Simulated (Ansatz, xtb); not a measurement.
C2H6Si+: which of two structures lies lower

We compare a, a doublet given by its coordinates, with b, the doublet with the links of `[CH2][SiH+]C`. Both are isolated ions in the gas phase, relaxed with B3LYP-D3(BJ)/def2-SVP; the shapes shown needn't be the lowest conformers.

a (Å):

```
atom    x (Å)    y (Å)    z (Å)
   C  -0.2036  -2.2759  -2.1240
   C  -0.6502  -0.9212  -2.0492
  Si   1.3703  -1.0132  -1.9601
   H  -0.2229  -2.9139  -1.2307
   H  -0.1348  -2.7816  -3.0960
   H  -0.9265  -0.3795  -2.9633
   H  -1.0149  -0.5118  -1.0980
   H   2.0746  -0.7118  -3.2154
   H   1.9514  -0.8959  -0.6142
```

Close contacts (Å): C1–C2 1.43, C1–Si3 2.02, C2–Si3 2.02, C1–H4 1.10, C1–H5 1.10, C2–H6 1.10, C2–H7 1.10, Si3–H8 1.47, Si3–H9 1.47.

b (Å):

```yaml
atoms:
  - { symbol: C, position_ang: [-0.4627, -2.9559, -2.4520] }
  - { symbol: C, position_ang: [1.1935, -0.2920, -1.8413] }
  - { symbol: Si, position_ang: [-0.3598, -1.2586, -1.8332] }
  - { symbol: H, position_ang: [0.4077, -3.4839, -2.8617] }
  - { symbol: H, position_ang: [-1.4029, -3.5218, -2.4403] }
  - { symbol: H, position_ang: [-1.6094, -0.6724, -1.3101] }
  - { symbol: H, position_ang: [1.4294, 0.0295, -0.8094] }
  - { symbol: H, position_ang: [2.0411, -0.8574, -2.2550] }
  - { symbol: H, position_ang: [1.0439, 0.6344, -2.4274] }
```

Energies in hartree; the thermal terms are from B3LYP-D3(BJ)/def2-SVP harmonic frequencies (ideal gas, rigid rotor, one conformer each, 298.15 K, 1 atm) and include the zero-point energy:

|  | a | b |
| --- | --- | --- |
| E, CCSD(T)/def2-SVP | −368.097913 | −368.105731 |
| E, MP2/def2-SVP | −368.040352 | −368.047538 |
| E, MP2/def2-TZVPP | −368.310334 | −368.318396 |
| zero-point energy | 0.068107 | 0.068017 |
| H(298 K) − E | 0.073913 | 0.074479 |
| G(298 K) − E | 0.041701 | 0.039727 |

Q: Correct the CCSD(T) difference for the basis set by the MP2 change, then work out ΔE, ΔE₀, ΔH and ΔG for a → b in kcal/mol (1 Eh = 627.51 kcal/mol) and the equilibrium ratio [b]/[a].

A: 1. Differences b − a: CCSD(T) −0.007818, MP2 in the small set −0.007186, MP2 in the large set −0.008062 Eh.
2. ΔE = −0.007818 + (−0.008062 − (−0.007186)) = −0.008694 Eh = −5.46 kcal/mol.
3. ΔE₀ = ΔE + ΔZPE = −0.008694 + (−0.000090) Eh = −5.51 kcal/mol.
4. ΔH = ΔE + (+0.000566) Eh = −5.10 kcal/mol.
5. ΔG = ΔE + (−0.001974) Eh = −6.69 kcal/mol, so ΔS = (ΔH − ΔG)/T = +22.4 J/(mol K).
6. kT = 0.9442 mEh, so K = [b]/[a] = exp(−ΔG/kT) = exp(+11.30) ≈ 8.1 × 10^4.

Structure b is favoured at this temperature. An error of 1 kcal/mol in ΔG would change K by a factor of 5.4. GFN2-xTB gave ΔE the other sign. Mirror images and further conformers aren't counted.

Other levels gave ΔE = +4.8 (GFN2-xTB); −24.6 (HF/STO-3G, GFN2-xTB geometries); −4.7 (r2SCAN-D4/def2-SVP, GFN2-xTB geometries); −6.1 (B3LYP-D3(BJ)/def2-SVP); −16.1 (HF/def2-SVP); −4.5 (MP2/def2-SVP); −4.9 (CCSD(T)/def2-SVP) kcal/mol. Open shells are spin-unrestricted. The correlated steps freeze 7 core orbitals. Programs: Ansatz 0.2.0, xtb 6.7.1.
